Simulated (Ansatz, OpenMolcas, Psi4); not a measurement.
**Exact exchange and the vertical energy of the triplet above the singlet of SiNH5**

SiNH5 has 7 atoms, charge 0, and is taken as a singlet. As SMILES, `[SiH3]N`. The coordinates come from a PBE0-D4/def2-TZVP relaxation.

The vertical energy of the triplet above the singlet y, in eV, basis def2-TZVP; a is the functional's share of exact exchange. Programs: Ansatz 0.2.0, OpenMolcas 26.06, Psi4 1.11.

| functional | program | a | y (eV) |
| --- | --- | --- | --- |
| BLYP | Psi4 | 0 | 5.57 |
| TPSS | OpenMolcas | 0 | 5.72 |
| B3LYP | Psi4 | 0.2 | 5.82 |
| r2SCAN0 | Ansatz | 0.25 | 5.80 |
| PBE0 | Psi4 | 0.25 | ? |
| BHLYP | Psi4 | 0.5 | 5.99 |

Task: Fit y = c + s·a to the known rows and predict PBE0.

Result: 
1. Means of the 5 rows: a = 0.1900, y = 5.780.
2. Σ(Δa)² = 0.172, Σ(Δa·Δy) = 0.118, so the slope is 0.118/0.172 = 0.68605.
3. Intercept: 5.780 − (0.68605) × 0.1900 = 5.650. The largest residual of the fit is 0.080.
4. PBE0: 5.650 + (0.68605) × 0.25 = 5.82 eV.

The run gave 5.82 eV, so the prediction is off by 0.00 eV: they agree to the digits shown. The rows mix families of semi-local functionals, which the line can't see.
